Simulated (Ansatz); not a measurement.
Basis-set extrapolation for C₃H₄O₂, SMILES `OC#CCO` (PBE0-D4/def2-TZVP geometry, frozen core, the Gaussian-basis code of Ansatz). Multiplicity 1, RHF reference.

```csv
,def2-TZVPP,def2-QZVPP
HF,-265.674702,-265.686597
MP2 correlation,-0.942589,-1.012020
CCSD(T) correlation,-1.000880,not run
```

Energies in hartree. Use E(X) = E(∞) + A·exp(−7.88·√X) for Hartree–Fock and E(X) = E(∞) + B·X^(−2.97) for correlation, with X = 3 and 4, and add CCSD(T) minus MP2 of the smaller set to the MP2 limit.

Question: What is the CCSD(T) energy at the basis-set limit?

Answer: HF limit: -265.686597 + (-0.011895) × 0.13774 = -265.68824. MP2 limit: -1.012020 + (-0.069431) × 0.74074 = -1.06345. Higher-order term: -1.000880 − (-0.942589) = -0.05829. Total: -266.80998 hartree, 352.9 kJ/mol below CCSD(T)/def2-TZVPP.
